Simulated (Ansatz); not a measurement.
1T (CdI2-type) TiTe₂, treated with PBEsol (Ansatz, a quantum-chemistry and plane-wave program, plane waves, PAW).

Numerical settings: plane-wave cutoff 520 eV, 18×18×10 k mesh (along the axes of the cell as run), Fermi–Dirac smearing 0.05 eV, no spin polarisation, scalar-relativistic PAW data made under PBE.

Cell (relaxed at this level):

```yaml
crystal:
  lattice:
    - [3.69645, 0.00000, 0.00000]
    - [-1.84823, 3.20122, 0.00000]
    - [0.00000, 0.00000, 6.44387]
  atoms:
    - { symbol: Ti, position: [0.00000, 0.00000, 0.00000] }
    - { symbol: Te, position: [0.66667, 0.33333, 0.26725] }
    - { symbol: Te, position: [0.33333, 0.66667, 0.73275] }
```

Q: What does this level give for the bulk modulus B0?

A: 
bulk modulus B0: 35.3 GPa

The run finds no gap.

Note: the bulk modulus is −V dP/dV from two relaxed cells at ±2 % in volume; the cell comes from a level without a dispersion term, which matters for the spacing of layers, chains or molecules; the volume lies 5 % below that of the published cell.

Spin–orbit coupling is not included; it can open a gap where bands touch, and shift volumes and moduli.

The computed numbers hold no vibrational or temperature effects.

Computing time: very roughly 4 core-minutes.
